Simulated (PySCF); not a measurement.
Computed shifts of a molecule C₄H₆, PBE0/pcSseg-1 (PySCF), GIAO, gas phase, equivalent atoms averaged, in ppm (number of nuclei): ¹³C: 149.1 (2), 128.7 (2). ¹H: 6.81 (2), 5.78 (4). References: ¹³C against TMS (σ = 186.3 ppm); ¹H against TMS (σ = 31.56 ppm), references at their B3LYP-D3(BJ)/def2-TZVP geometries, non-relativistic. The structure is a stationary point at r2SCAN-D4/def2-SVP. Other conformers were not sampled.

Problem. Pick the molecule that these values belong to.
(A) C=C=CC
(B) C1=CCC1
(C) C=CC=C
(D) CC#CC

Solution. C, C=CC=C
